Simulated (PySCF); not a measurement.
# Al(OH)₂ + Cl₂ → AlO₂ + 2 HCl

Level: PBE0 in the def2-TZVP basis family, all electrons, no relativity, computed in PySCF with density fitting; open shells unrestricted.

```csv
species,state and structure,E (Eh),ZPE (kJ/mol),H(298 K) − H(0) (kJ/mol),S° (J/(mol K))
Al(OH)₂,"doublet, Cs, Al–O 1.696 Å, Al–O 1.703 Å, O–H 0.957 Å (×2); Al–O–H 122.6°, Al–O–H 123.0°, O–Al–O 119.1°",-393.95206,69.4,14.6,286.5
Cl₂,"singlet, D∞h, Cl–Cl 1.982 Å",-920.08940,3.5,9.1,222.5
AlO₂,"doublet, C2v, Al–O 1.925 Å (×2), O–O 1.326 Å; Al–O–O 69.8° (×2), O–Al–O 40.3°",-392.58463,12.9,11.4,259.4
HCl,"singlet, C∞v, H–Cl 1.279 Å",-460.66440,17.9,8.7,186.6
```

Question: What is the electronic reaction energy?

Answer: At PBE0/def2-TZVP, ΔE = 336.1 kJ/mol from the differences of the total energies times 2625.5, uphill. 

Question: Add zero-point, thermal and entropy terms for 298.15 K and 1 bar.

Answer: ΔZPE = -24.2 and Δ[H(298) − H(0)] = 5.1 kJ/mol give ΔH° = 317.0 kJ/mol. ΔS° = 123.6 J/(mol K), so ΔG° = 317.0 − 298.15 × (0.1236) = 280 kJ/mol. ΔG° would change sign near 2560 K if ΔH° and ΔS° stayed fixed.

Only the bonding shown was studied: isomers, or loss of a ligand pair, can lie lower.
